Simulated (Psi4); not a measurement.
# BHClO (SMILES O[B]Cl) at UHF/STO-3G

What is the vertical ionisation energy of BHClO at UHF/STO-3G? 

Program for the calculation: Psi4 1.11.

### 1 The system as given

The species is BHClO (4 atoms), meant as a doublet with charge 0. As SMILES, `O[B]Cl`. The coordinates come from a PBE0-D4/def2-TZVP relaxation.

Bond lengths: O1–B2 1.334 Å, B2–Cl3 1.740 Å, O1–H4 0.961 Å. Angles: O1–B2–Cl3 122.2°, B2–O1–H4 113.5°.

### 2 The energy at UHF/STO-3G

File bclho.json:

```json
{
  "schema_name": "qcschema_input",
  "schema_version": 1,
  "molecule": {
    "schema_name": "qcschema_molecule",
    "schema_version": 2,
    "symbols": ["O", "B", "Cl", "H"],
    "geometry": [1.03103457, 0.36112666, -1.11361561, -0.81239326, 0.12396603, 0.59072839, -1.0529554, -2.50048561, 2.55661047, 0.93919388, 1.90144243, -2.0720847],
    "molecular_charge": 0,
    "molecular_multiplicity": 2,
    "fix_symmetry": "c1",
    "fix_com": true,
    "fix_orientation": true
  },
  "driver": "energy",
  "model": {
    "method": "hf",
    "basis": "STO-3G"
  },
  "keywords": {
    "reference": "uhf",
    "puream": true,
    "e_convergence": 1e-09,
    "d_convergence": 1e-08,
    "scf_type": "pk",
    "maxiter": 200,
    "scf_properties": ["DIPOLE", "LOWDIN_CHARGES", "MAYER_INDICES"]
  }
}
```

Launch:

```bash
$ psi4 --qcschema bclho.json -n 1 --memory 1600MB
```

stdout:

```text
[...]
  Running in c1 symmetry.
[...]
  Nuclear repulsion =   76.699725498515349
[...]
  Multiplicity = 2
[...]
  Nalpha       = 16
  Nbeta        = 15
[...]
    Number of basis functions: 20
[...]
   @UHF iter   1:  -553.33702918594338   -1.33121e+00   1.27668e-02 DIIS/ADIIS
[...]
   @UHF iter  13:  -553.39044262468144   -6.82121e-13   7.94511e-09 DIIS
[...]
   @S^2 Observed:                7.551180734E-01
[...]
    Orbital Energies [Eh]
    ---------------------
    Alpha Occupied:
       1A   -103.675747     2A    -20.337540     3A    -10.360590
       4A     -7.804972     5A     -7.799321     6A     -7.799201
       7A     -7.467195     8A     -1.343525     9A     -1.021056
      10A     -0.705948    11A     -0.574495    12A     -0.520394
      13A     -0.488307    14A     -0.414023    15A     -0.390389
      16A     -0.281918
    Alpha Virtual:
      17A      0.270858    18A      0.483844    19A      0.610383
      20A      0.820409
[...]
  @UHF Final Energy:  -553.39044262468144
   => Energetics <=
    Nuclear Repulsion Energy =             76.6997254985153489
    One-Electron Energy =                -918.6655693922198225
    Two-Electron Energy =                 288.5754012690230184
    Total Energy =                       -553.3904426246814410
  UHF NO Occupations:
  HONO-2 :   14  A 1.9997826
  HONO-1 :   15  A 1.9977916
[...]
 Multipole Moments:
 ------------------------------------------------------------------------------------
     Multipole            Electronic (a.u.)      Nuclear  (a.u.)        Total (a.u.)
 ------------------------------------------------------------------------------------
 L = 1.  Multiply by 2.5417464519 to convert [e a0] to [Debye]
 Dipole X            :         12.7784842          -12.7747377            0.0037466
 Dipole Y            :         38.2218070          -37.0979695            1.1238375
 Dipole Z            :        -36.1936361           35.4350104           -0.7586257
 Magnitude           :                                                    1.3559269
[...]
```

The result, in JSON:

```text
{
 "driver": "energy",
 "model": {
  "method": "hf",
  "basis": "STO-3G"
 },
 "success": true,
 "return_result": -553.3904426246814,
 "properties": {
  "calcinfo_nbasis": 20,
  "calcinfo_nmo": 20,
  "calcinfo_nalpha": 16,
  "calcinfo_nbeta": 15,
  "calcinfo_natom": 4,
  "nuclear_repulsion_energy": 76.69972549851535,
  "return_energy": -553.3904426246814,
  "scf_one_electron_energy": -918.6655693922198,
  "scf_two_electron_energy": 288.575401269023,
  "scf_dipole_moment": [0.003746578288620128, 1.1238374653191272, -0.7586257373058416],
  "scf_total_energy": -553.3904426246814,
  "scf_iterations": 13
 }
}
```

Run time: 0.8 s. Hardware: 1 thread of AMD EPYC 9R45 (Zen 5), shared host; peak memory 0.18 GiB.

### 3 The singlet cation: energy and forces at HF/STO-3G

File input.json:

```json
{
 "schema_name": "qcschema_input",
 "schema_version": 1,
 "molecule": {
  "schema_name": "qcschema_molecule",
  "schema_version": 2,
  "symbols": ["O", "B", "Cl", "H"],
  "geometry": [1.03103457, 0.36112666, -1.11361561, -0.81239326, 0.12396603, 0.59072839, -1.0529554, -2.50048561, 2.55661047, 0.93919388, 1.90144243, -2.0720847],
  "molecular_charge": 1,
  "molecular_multiplicity": 1,
  "fix_symmetry": "c1",
  "fix_com": true,
  "fix_orientation": true
 },
 "driver": "gradient",
 "model": {
  "method": "hf",
  "basis": "STO-3G"
 },
 "keywords": {
  "puream": true,
  "e_convergence": 1e-09,
  "d_convergence": 1e-08,
  "scf_type": "pk",
  "scf_properties": ["DIPOLE", "WIBERG_LOWDIN_INDICES", "MAYER_INDICES"]
 }
}
```

Launch:

```bash
$ psi4 --qcschema input.json -n 1 --memory 1600MB
```

stdout:

```text
[...]
  Running in c1 symmetry.
[...]
  Nuclear repulsion =   76.699725498515349
[...]
  Multiplicity = 1
[...]
  Nalpha       = 15
  Nbeta        = 15
[...]
    Number of basis functions: 20
[...]
   @RHF iter   1:  -552.96709556162523   -9.61280e-01   2.11082e-02 ADIIS/DIIS
[...]
   @RHF iter  12:  -553.13342623673179   -1.13687e-13   6.03301e-09 DIIS
[...]
    Orbital Energies [Eh]
    ---------------------
    Doubly Occupied:
       1A   -104.085618     2A    -20.738898     3A    -10.750406
       4A     -8.194536     5A     -8.188492     6A     -8.188393
       7A     -7.932656     8A     -1.685445     9A     -1.338043
      10A     -1.035406    11A     -0.850099    12A     -0.828002
      13A     -0.820608    14A     -0.707356    15A     -0.702550
[...]
  @RHF Final Energy:  -553.13342623673179
   => Energetics <=
    Nuclear Repulsion Energy =             76.6997254985153489
    One-Electron Energy =                -907.5732856692832229
    Two-Electron Energy =                 277.7401339340360664
    Total Energy =                       -553.1334262367317933
[...]
 Multipole Moments:
 ------------------------------------------------------------------------------------
     Multipole            Electronic (a.u.)      Nuclear  (a.u.)        Total (a.u.)
 ------------------------------------------------------------------------------------
 L = 1.  Multiply by 2.5417464519 to convert [e a0] to [Debye]
 Dipole X            :         11.9648922          -12.7747377           -0.8098455
 Dipole Y            :         38.0414780          -37.0979695            0.9435085
 Dipole Z            :        -35.3973363           35.4350104            0.0376740
 Magnitude           :                                                    1.2439764
[...]
  -Total Gradient:
     Atom            X                  Y                   Z
    ------   -----------------  -----------------  -----------------
       1        0.079465633926    -0.010095608511    -0.059810422518
       2       -0.089815916107     0.075126467414     0.024768436160
       3        0.025729523776    -0.028362205706    -0.002496586630
       4       -0.015379241589    -0.036668653191     0.037538572959
[...]
```

The result, in JSON:

```text
{
 "driver": "gradient",
 "model": {
  "method": "hf",
  "basis": "STO-3G"
 },
 "success": true,
 "return_result": [0.07946563392554651, -0.01009560851050767, -0.05981042251823135, -0.08981591610733636, 0.07512646741396561, 0.02476843616002153, 0.02572952377614257, -0.028362205706152055, -0.0024965866297571304, -0.015379241588886296, -0.03666865319102652, 0.03753857295899796],
 "properties": {
  "calcinfo_nbasis": 20,
  "calcinfo_nmo": 20,
  "calcinfo_nalpha": 15,
  "calcinfo_nbeta": 15,
  "calcinfo_natom": 4,
  "nuclear_repulsion_energy": 76.69972549851535,
  "return_energy": -553.1334262367318,
  "return_gradient": [0.07946563392554651, -0.01009560851050767, -0.05981042251823135, -0.08981591610733636, 0.07512646741396561, 0.02476843616002153, 0.02572952377614257, -0.028362205706152055, -0.0024965866297571304, -0.015379241588886296, -0.03666865319102652, 0.03753857295899796],
  "scf_one_electron_energy": -907.5732856692832,
  "scf_two_electron_energy": 277.74013393403607,
  "scf_dipole_moment": [-0.8098454635491947, 0.9435085118379476, 0.037674019636533274],
  "scf_total_energy": -553.1334262367318,
  "scf_total_gradient": [0.07946563392554651, -0.01009560851050767, -0.05981042251823135, -0.08981591610733636, 0.07512646741396561, 0.02476843616002153, 0.02572952377614257, -0.028362205706152055, -0.0024965866297571304, -0.015379241588886296, -0.03666865319102652, 0.03753857295899796],
  "scf_iterations": 12
 }
}
```

Run time: 0.86 s. Hardware: 1 thread of AMD EPYC 9R45 (Zen 5), shared host; peak memory 0.18 GiB.

### 4 What came out

Level: UHF/STO-3G.

| quantity | value |
| --- | --- |
| doublet BHClO: total energy | -553.39044 Eh |
| doublet BHClO: dipole moment | 3.45 D |
| doublet BHClO: HOMO energy (highest over α and β) | -7.67 eV |
| doublet BHClO: LUMO energy (lowest over α and β) | 7.37 eV |
| doublet BHClO: ⟨S²⟩ | 0.755 |
| singlet cation: total energy | -553.13343 Eh |
| singlet cation: HOMO energy | -19.12 eV |
| singlet cation: LUMO energy | -5.89 eV |
| singlet cation: HOMO–LUMO gap | 13.23 eV |
| singlet cation: largest force on an atom | 6.154 eV/Å |
| vertical ionisation energy (to the singlet cation) | 6.994 eV |

Removing an electron at fixed nuclei costs 6.99 eV (161 kcal/mol). Only the singlet of the ionised species was computed; a triplet could lie lower. In a minimal basis such a difference can be off by several eV, whatever the method.
